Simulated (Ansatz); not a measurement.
# A ladder of methods for [SiH3]+ (SMILES [SiH3+])

[SiH3]+: 4 atoms, total charge +1, spin state singlet. SMILES: `[SiH3+]`. The shape was relaxed beforehand at r2SCAN/def2-SVP.

Each level gives the adiabatic electron affinity (to the doublet neutral, shapes relaxed at r2SCAN/def2-SVP, no zero-point term) (eV). The values are calculated.

The electron affinity is E(neutral) − E(anion): positive where the electron is bound.

```csv
level,kind,program,value (eV),less CCSD(T)/def2-TZVPP
SVWN5/def2-TZVPP,LDA,Ansatz,8.06,+0.26
BLYP/def2-TZVPP,GGA,Ansatz,7.80,0.00
r2SCAN/def2-TZVPP,meta-GGA,Ansatz,8.15,+0.35
PBE0-D4/def2-TZVPP,global hybrid,Ansatz,8.02,+0.22
CAM-B3LYP/def2-TZVPP,range-separated hybrid,Ansatz,7.92,+0.12
B2PLYP/def2-TZVPP,double hybrid,Ansatz,7.78,-0.02
RPA@PBE/def2-TZVPP,RPA,Ansatz,8.07,+0.27
MP2/def2-TZVPP,perturbation theory,Ansatz,7.69,-0.11
CCSD(T)/def2-TZVPP,coupled cluster or CI,Ansatz,7.80,0.00
```

CCSD(T)/def2-TZVPP is the highest level here, not the true value. The values span 7.69 to 8.15 eV.
